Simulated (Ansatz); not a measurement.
Input file:

```yaml
crystal:
  periodic: [false, false, false]
  atoms:
    - {symbol: Si, position_ang: [0.000000, 0.000000, 0.000000]}
    - {symbol: C, position_ang: [0.000000, 0.000000, 1.709998]}
basis:
  gaussian: {orbitals: cc-pVDZ}
magnetization: {spin_polarized: true, initial_magnetization: 4}
correlation: {method: ccsdt_q, electrons: outside_noble_gas}
```

```sh
$ ansatz run in.yaml --threads 1 --pin off --events-out ev --progress --plain --max-ram 4096MiB --backend cpu
```

The program prints:

```
583 factors; integrals over basis functions are off by at most 1.7e-7 eV
mean field evaluation 1: about -8885.4828 eV, gradient 6.9e0 eV
mean field evaluation 2: about -8885.4871 eV, gradient 6.9e0 eV
mean field evaluation 4: about -8886.1585 eV, gradient 1.8e0 eV
mean field evaluation 8: about -8886.4069 eV, gradient 2.5e-1 eV
mean field evaluation 16: about -8886.2615 eV, gradient 1.3e0 eV
mean field evaluation 32: about -8885.4322 eV, gradient 4.8e0 eV
mean field evaluation 64: about -8883.8992 eV, gradient 2.7e0 eV
mean field evaluation 96: about -8883.2401 eV, gradient 5.4e-2 eV
mean field evaluation 128: about -8886.4085 eV, gradient 5.8e-4 eV
mean field evaluation 160: about -8883.8417 eV, gradient 7.3e-2 eV
...
cycle  11  -4.19575166 eV  change   -6.4e-5 eV  update   5.7e-5
cycle  12  -4.19574863 eV  change    3.0e-6 eV  update   2.4e-5
cycle  13  -4.19573818 eV  change    1.0e-5 eV  update   1.3e-5
cycle  14  -4.19572658 eV  change    1.2e-5 eV  update   5.9e-6
cycle  15  -4.19572483 eV  change    1.7e-6 eV  update   3.0e-6
cycle  16  -4.19572626 eV  change   -1.4e-6 eV  update   1.4e-6
cycle  17  -4.19572533 eV  change    9.3e-7 eV  update   6.9e-7
cycle  18  -4.19572423 eV  change    1.1e-6 eV  update   3.9e-7
cycle  19  -4.19572348 eV  change    7.4e-7 eV  update   2.3e-7
cycle  20  -4.19572324 eV  change    2.4e-7 eV  update   1.5e-7
perturbative correction -0.00858739 eV, -0.0003155809 hartree
Total energy: -8890.61282269 eV, -326.7239949601 hartree
```

For the same geometry and basis full CI lies 0.6 meV higher.

Ran on 1 thread of AMD EPYC 7R13, shared host: 3.9 s wall, 0.18 GiB peak host memory.
